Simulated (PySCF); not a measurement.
## Ionisation of propanenitrile

System: `CCC#N` (C3H5N). Atom numbers as in the mapped SMILES `[CH3:1][CH2:2][C:3]#[N:4]`.

Energies: ωB97X-D3(BJ)/ma-def2-TZVP (PySCF, density fitting, integration grid level 2) on PBE0-D3(BJ)/def2-SVP structures. The prefix ma- adds one diffuse s and one diffuse p function on all atoms but H. Thermal corrections: PBE0-D3(BJ)/def2-SVP frequencies, unscaled, ideal gas at 298.15 K and 1 bar, quasi-RRHO entropy.

Frontier levels of the parent: HOMO -11.82 eV, LUMO 0.90 eV.

Oxidation to the radical cation:
- Vertical ionisation energy (electronic): 12.01 eV
- Adiabatic ionisation energy (with zero-point energy): 11.63 eV
- Adiabatic, electronic part: 11.83 eV
- Vertical gap at the product's structure: 11.39 eV
- Inner reorganisation energy (four-point): 618 meV
- Relaxation of product / of parent: 182 / 436 meV
- ⟨S²⟩ of the product: 0.763
- Largest spin populations: N4 0.59, C2 0.12, H (on C2) 0.09
- Largest changes of atomic charge: N4 0.33, C3 0.25, H (on C2) 0.13, H (on C2) 0.12
- Distances that move most (Å): C2–C3 1.459 → 1.406; C2–H 1.102 → 1.141; C3–N4 1.157 → 1.192; C2–H 1.102 → 1.136
- Potential in dichloromethane: 9.25 V absolute, 4.55 V against Fc+/Fc computed at 4.70 V (solvation -24 → -250 kJ/mol)

Solvents are IEF-PCM continua (electrostatics only, gas-phase structures); absolute potentials refer to an electron at rest in vacuum. Fc+/Fc in dichloromethane, 4.70 V, is ωB97X-D3(BJ)/ma-def2-TZVP on PBE0-D3(BJ)/def2-SVP structures with GFN2-xTB thermal terms. Benchmark calculations put it near 5.0 V in acetonitrile and DMSO, so it is about 0.3 V low, and the value against it can read up to that much too high.

Measured values (NIST Chemistry WebBook, evaluated or the median of agreeing entries): adiabatic ionisation energy 11.85 eV (computed 11.63, difference -0.22).

Structures, frequencies and single points took 6.2 min of wall time on 1 thread of Arm Neoverse V1 (shared host), launched as `OMP_NUM_THREADS=1 python redox_run.py task.json out`.
